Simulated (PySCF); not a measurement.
C4H6O.
Atom-mapped SMILES: `[O:1]=[CH:2][CH:3]1[CH2:4][CH2:5]1` (hydrogens: H6 on C2; H7 on C3; H8, H9 on C4; H10, H11 on C5)

Method: core-valence-separated Tamm–Dancoff BHandHLYP/aug-pcX-1 (pcseg-1 on H) in PySCF, non-relativistic, gas phase, PBE0-D3(BJ)/def2-SVP geometry.

Computed carbon K-edge spectrum, Gaussian lines of 0.5 eV full width, highest printed point 100; it ends one width below the last computed root. Absolute energies from this functional tend to lie a few eV below measured edges; no shift was applied.

```
photon energy (eV)  absorption
             282.7           1
             282.8           2
             282.9           7
             283.0          19
             283.1          39
             283.2          65
             283.3          87
             283.4          93
             283.5          80
             283.6          55
             283.7          30
             283.8          13
             283.9           5
             284.0           1
             284.1           0
             284.2           0
             284.3           0
             284.4           0
             284.5           0
             284.6           0
             284.7           0
             284.8           0
             284.9           0
             285.0           1
             285.1           4
             285.2          11
             285.3          23
             285.4          40
             285.5          57
             285.6          65
             285.7          61
             285.8          51
             285.9          45
             286.0          51
             286.1          69
             286.2          89
             286.3         100
             286.4          95
             286.5          77
             286.6          54
             286.7          38
             286.8          37
             286.9          47
             287.0          63
             287.1          74
             287.2          75
             287.3          66
             287.4          54
             287.5          44
             287.6          36
```

Assign the maxima to core holes.

4 maxima:
- 283.4 eV: C2 (aldehyde carbon), 283.38 eV, f = 0.079, 1s→π*, 100 % of the height at the exact maximum
- 285.6 eV: C4/C5 (three-membered-ring carbon), 285.61 eV, f = 0.054, sum of 2, 98 % of the height at the exact maximum
- 286.3 eV: C4/C5 (three-membered-ring carbon), 286.41 eV, f = 0.049, sum of 2, 53 % of the height at the exact maximum; C4/C5 (three-membered-ring carbon), 286.19 eV, f = 0.028, sum of 2, 28 % of the height at the exact maximum; C3 (sp3 carbon next to a carbonyl), 286.27 eV, f = 0.017, 19 % of the height at the exact maximum
- 287.1 eV: C3 (sp3 carbon next to a carbonyl), 287.13 eV, f = 0.049, sum of 2, 77 % of the height at the exact maximum; C4/C5 (three-membered-ring carbon), 287.02 eV, f = 0.010, sum of 2, 13 % of the height at the exact maximum

Further lines of some strength in the range: C4/C5, 287.55 eV, f = 0.015, sum of 2.

Roots within 0.03 eV on the same or equivalent atoms count as one line; shares under 12 % aren't listed.

Vibrational structure and lifetime widths aren't in the curve. The ionisation threshold wasn't computed; near and above it a finite basis only mimics Rydberg series and continuum.

The values belong to the conformer `[O:1]=[CH:2][CH:3]1[CH2:4][CH2:5]1`: O1–C2–C3–C4 145°.
